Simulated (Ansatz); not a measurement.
Start from `C=CC(=C)CF` and change one atom or group to get `C=CC(=C)N`.

Ansatz, PBE0-D4/def2-TZVP geometries, multiplicity 1. Each molecule was computed in one conformer, which needn't be the lowest.

```json
{"property": "HOMO energy (ωB97M-V/def2-TZVPP) / eV", "`C=CC(=C)CF`": "-9.11"}
{"property": "LUMO energy (B3LYP/def2-TZVPP) / eV", "`C=CC(=C)CF`": "-1.24"}
{"property": "size of the dipole moment (ωB97M-V/def2-TZVPP) / D", "`C=CC(=C)CF`": "1.57"}
{"property": "HOMO–LUMO gap (PBE0/def2-TZVPP) / eV", "`C=CC(=C)CF`": "5.97"}
{"property": "LUMO energy (PBE/def2-TZVPP) / eV", "`C=CC(=C)CF`": "-1.97"}
{"property": "HOMO energy (PBE0/def2-TZVPP) / eV", "`C=CC(=C)CF`": "-7.00"}
```

Q: What does the change do to each property? (An estimate is asked.)

A: Ansatz gave: 
```tsv
property	`C=CC(=C)N`	shift
HOMO energy (ωB97M-V/def2-TZVPP) / eV	-8.21	0.90
LUMO energy (B3LYP/def2-TZVPP) / eV	-0.87	0.37
size of the dipole moment (ωB97M-V/def2-TZVPP) / D	1.23	-0.34
HOMO–LUMO gap (PBE0/def2-TZVPP) / eV	5.42	-0.55
LUMO energy (PBE/def2-TZVPP) / eV	-1.57	0.40
HOMO energy (PBE0/def2-TZVPP) / eV	-6.08	0.92
```

With PBE0 the HOMO rises by 0.92 eV and the LUMO rises by 0.37 eV, so the gap narrows by about 0.55 eV. PBE moves the HOMO by 0.99 eV and ωB97M-V by 0.90 eV. Dipoles are sizes alone; their direction can turn.

B3LYP here is the variant with VWN-RPA as its local correlation; programs differ in this.
